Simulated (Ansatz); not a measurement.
Born–Oppenheimer molecular dynamics of AlClH$_{4}$ (6 atoms, charge 0, multiplicity 1). It starts from a rough guess of a transition structure, not a stationary point.

Theory: Ansatz, UKS B3LYP-D4/def2-SVP.

```
ensemble                      : NVE (velocity Verlet)
time step                     : 0.5 fs
steps asked                   : 150
starting velocities drawn for : 1000 K
seed                          : 968425
```

First frame:

```xyz
6
Properties=species:S:1:pos:R:3
Al -0.435 -0.537 -0.056
Cl 0.818 1.334 -1.352
H 0.092 -1.957 -0.320
H -1.947 -0.329 0.124
H 0.820 0.950 0.365
H 0.652 0.539 1.239
```

**Question.** How far do the bonds stretch over the last three quarters of this one trajectory? (Pairs bonded in most of those frames.)

**Answer.** 
```tsv
bond	mean (Å)	spread (Å)	shortest	longest
Al1–Cl2	2.160	0.193	1.88	2.48
Al1–H3	1.590	0.040	1.52	1.67
Al1–H4	1.599	0.044	1.51	1.66
H5–H6	0.792	0.076	0.68	0.90
```

Mean temperature of the second half: 2361 K. The conserved energy stayed within 0.86 meV per atom of its start (net change -0.62 meV per atom), so the integration is sound. The system heated up, since it started high on the potential surface and ran downhill. A run of 0.075 ps of so small a system gives no equilibrium averages. The orbitals stay closed-shell, which can raise the energy where a bond breaks towards radicals; this wasn't checked here.

Time of the run: 8 min on 1 thread of Arm Neoverse N1, on a shared host, peak memory 0.13 GiB.
